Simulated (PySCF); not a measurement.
# triplet HF: levels of theory compared

Aim: a comparison of 6 runs (UB3LYP/6-31G*, UPBE/6-31G*, USVWN5/6-31G*, UMP2/6-31G*, UCCSD(T)/6-31G*, FCI/6-31G*) of triplet HF. Input form: a Python script.

The calculation is run with PySCF 2.14.0.

6 further runs of the same task are left out: 6 set aside as unsound or not needed.

## Step 1: Starting point

HF has 2 atoms, charge 0, and is taken as a triplet. SMILES of the parent species: `F`. The coordinates come from a PBE0-D4/def2-TZVP relaxation. That shape belongs to the parent species and isn't relaxed for this state.

Bond lengths: F1–H2 0.920 Å.

## Step 2: The energy at UB3LYP/6-31G(d) (spherical functions) (run 1)

calc.py

```python
from pyscf import gto, dft

molecule = gto.Mole()
molecule.atom = '''
F     -0.736993     0.273254    -0.371142
H      0.736993    -0.273254     0.371142
'''
molecule.spin = 2
molecule.unit = 'bohr'
molecule.verbose = 3
molecule.basis = '6-31g*'
molecule.max_memory = 1860
molecule.build()

myscf = dft.UKS(molecule, xc='b3lyp')
myscf.grids.level = 5
myscf.conv_tol = 1e-10
myscf.kernel()
if not myscf.converged:
    myscf = myscf.newton().run(myscf.mo_coeff, myscf.mo_occ)

e_final = myscf.e_tot
print(f'total energy: {e_final:.8f} hartree')
```

Run with:

```
$ OMP_NUM_THREADS=1 python calc.py
```

The program printed:

```text
WARN: HOMO 0.0374906806243454 >= LUMO -0.510176418574442

WARN: HOMO -0.0620491257756588 >= LUMO -0.434087639942938

WARN: HOMO -0.0548454650910202 >= LUMO -0.387108028552094

WARN: HOMO -0.0555368800539338 >= LUMO -0.386239552718839

WARN: HOMO -0.0556498246869888 >= LUMO -0.386152575081204

WARN: HOMO -0.0555980565761982 >= LUMO -0.386140534827612

WARN: HOMO -0.0556053616539383 >= LUMO -0.386142127304329

WARN: HOMO -0.0556046957485097 >= LUMO -0.386142137373493

WARN: HOMO -0.0556047548458167 >= LUMO -0.386142292795424

converged SCF energy = -100.034472214119  <S^2> = 2.0011424  2S+1 = 3.0007615
total energy: -100.03447221 hartree
```

Run time: 1.8 s. Hardware: 1 thread of Arm Neoverse V1, shared host; peak memory 0.17 GiB.

## Step 3: The energy at UPBE/6-31G(d) (spherical functions) (run 2)

job.py

```python
from pyscf import gto, dft

mol = gto.M(
    atom='''
F   -0.390000   0.144600  -0.196400
H    0.390000  -0.144600   0.196400
''',
    spin=2,
    basis='6-31g*',
    max_memory=1860,
    charge=0,
    verbose=4,
)

ks = dft.UKS(mol, xc='pbe')
ks.grids.level = 5
ks.conv_tol = 1e-10
ks.kernel()
if not ks.converged:
    ks = ks.newton().run(ks.mo_coeff, ks.mo_occ)

e_tot = ks.e_tot
print('Final energy', e_tot)
```

Run with:

```
$ OMP_NUM_THREADS=1 python job.py
```

The program printed:

```text
PySCF version 2.14.0

[INPUT] num. atoms = 2
[INPUT] num. electrons = 10
[INPUT] charge = 0
[INPUT] spin (= nelec alpha-beta = 2S) = 2
[INPUT] symmetry False subgroup None
[INPUT] Mole.unit = angstrom
[INPUT] Symbol           X                Y                Z      unit          X                Y                Z       unit  Magmom
[INPUT]  1 F     -0.390000000000   0.144600000000  -0.196400000000 AA   -0.736993188580   0.273254397612  -0.371142210865 Bohr   0.0
[INPUT]  2 H      0.390000000000  -0.144600000000   0.196400000000 AA    0.736993188580  -0.273254397612   0.371142210865 Bohr   0.0

nuclear repulsion = 5.17695231349631
number of shells = 8
number of NR pGTOs = 31
number of NR cGTOs = 16
basis = 6-31g*
ecp = {}

[... 36 lines left out ...]
[... the frontier-level lines of each cycle are left out ...]
[... 1 line left out ...]
[... 5 lines left out ...]
[... 5 lines left out ...]
[... 5 lines left out ...]
[... 5 lines left out ...]
[... 5 lines left out ...]
[... 1 line left out ...]
cycle= 6 E= -99.9322307683973  delta_E= -7.32e-09  |g|= 1.92e-05  |ddm|= 0.000166


cycle= 7 E= -99.9322307685414  delta_E= -1.44e-10  |g|= 8.89e-07  |ddm|= 1.36e-05


cycle= 8 E= -99.9322307685421  delta_E= -7.39e-13  |g|= 2.21e-07  |ddm|= 2.21e-06


Extra cycle  E= -99.9322307685424  delta_E= -2.27e-13  |g|= 2.06e-07  |ddm|= 1.81e-06
converged SCF energy = -99.9322307685424  <S^2> = 2.0008111  2S+1 = 3.0005407
Final energy -99.93223076854235
```

It took 1.6 s on 1 thread of Arm Neoverse V1, shared host; peak memory 0.17 GiB.

Runs 3 to 5 aren't shown in full; the table further down has their settings and results.

## Step 4: The energy at FCI/6-31G(d) (spherical functions) (run 6)

job.py

```python
from pyscf import gto, mcscf

mol = gto.Mole()
mol.atom = '''
F       -0.390000       0.144600      -0.196400
H        0.390000      -0.144600       0.196400
'''
mol.spin = 2
mol.max_memory = 1860
mol.verbose = 4
mol.basis = '6-31g*'
mol.build()

hf = mol.ROHF()
hf.conv_tol = 1e-10
hf.kernel()
if not hf.converged:
    hf = hf.newton().run(hf.mo_coeff, hf.mo_occ)

cas = mcscf.CASCI(hf, hf.mo_coeff.shape[-1] - 1, (mol.nelec[0] - 1, mol.nelec[1] - 1))  # full CI above the frozen core
cas.fix_spin_(ss=2.0)
cas.kernel()
etot = cas.e_tot
print(f'total energy: {etot:.8f} hartree')
```

Run with:

```
$ OMP_NUM_THREADS=1 python job.py
```

The program printed:

```text
PySCF version 2.14.0

[INPUT] num. atoms = 2
[INPUT] num. electrons = 10
[INPUT] charge = 0
[INPUT] spin (= nelec alpha-beta = 2S) = 2
[INPUT] symmetry False subgroup None
[INPUT] Mole.unit = angstrom
[INPUT] Symbol           X                Y                Z      unit          X                Y                Z       unit  Magmom
[INPUT]  1 F     -0.390000000000   0.144600000000  -0.196400000000 AA   -0.736993188580   0.273254397612  -0.371142210865 Bohr   0.0
[INPUT]  2 H      0.390000000000  -0.144600000000   0.196400000000 AA    0.736993188580  -0.273254397612   0.371142210865 Bohr   0.0

nuclear repulsion = 5.17695231349631
number of shells = 8
number of NR pGTOs = 31
number of NR cGTOs = 16
basis = 6-31g*
ecp = {}

[... 35 lines left out ...]
converged SCF energy = -99.6542373041663
[... 1 line left out ...]
******** <class 'pyscf.mcscf.casci.CASCI'> ********
CAS (5e+3e, 15o), ncore = 1, nvir = 0
natorb = False
canonicalization = True
sorting_mo_energy = False
******** <class 'pyscf.fci.addons.SpinPenaltyFCISolver'> ********
max. cycles = 200
conv_tol = 1e-08
davidson only = True
linear dependence = 1e-12
level shift = 0.001
max iter space = 12
nroots = 1
pspace_size = 400
spin = None
Density matrix diagonal elements [1.98744505e+00 1.97862768e+00 1.97999452e+00 9.96029771e-01
 9.99421857e-01 8.43170603e-03 1.28907532e-02 5.89151584e-03
 9.41055929e-03 5.68583036e-03 3.49090638e-03 3.61050617e-03
 3.54642027e-03 3.63019735e-03 1.89272814e-03]
CASCI converged
CASCI E = -99.7965824816621  E(CI) = -28.3507061810045  S^2 = 2.0000000
total energy: -99.79658248 hartree
```

Run time: 43 s. Hardware: 1 thread of Arm Neoverse V1, shared host; peak memory 0.35 GiB.

## Step 5: The series

```csv
run,level,integration grid,frozen core orbitals,energy (Eh),dipole moment (D) of the reference,HOMO energy (eV),⟨S²⟩,wall time
1,UB3LYP/6-31G* (spherical functions),5,–,-100.034472,2.27,-1.51,2.001,1.8 s
2,UPBE/6-31G* (spherical functions),5,–,-99.932231,2.30,-0.53,2.001,1.6 s
3,USVWN5/6-31G* (spherical functions),5,–,-99.362162,2.29,-0.43,2.001,1.5 s
4,UMP2/6-31G* (spherical functions),–,1,-99.784085,2.23,-5.17,2.004,0.83 s
5,UCCSD(T)/6-31G* (spherical functions),–,1,-99.796398,2.23,-5.17,2.004,0.97 s
6,FCI/6-31G* (spherical functions),–,1,-99.796582,2.22,–,–,43 s
```

## Step 6: Results

| quantity | value |
| --- | --- |
| run 6: total energy | -99.79658 Eh |
| run 6: dipole moment (Hartree–Fock density) | 2.22 D |
| run 6: correlation energy (1 core orbital frozen) | -142.3 mEh |

**Reading.** Against full CI in this basis: UMP2 +12.5 mEh; UCCSD(T) +0.2 mEh. Over runs 1, 2, 3 the dipole moment (its size) runs from 2.27 D (UB3LYP/6-31G*) to 2.30 D (UPBE/6-31G*). Totals of different functionals can't be ranked against each other. All runs together took 50 s, the longest 43 s.
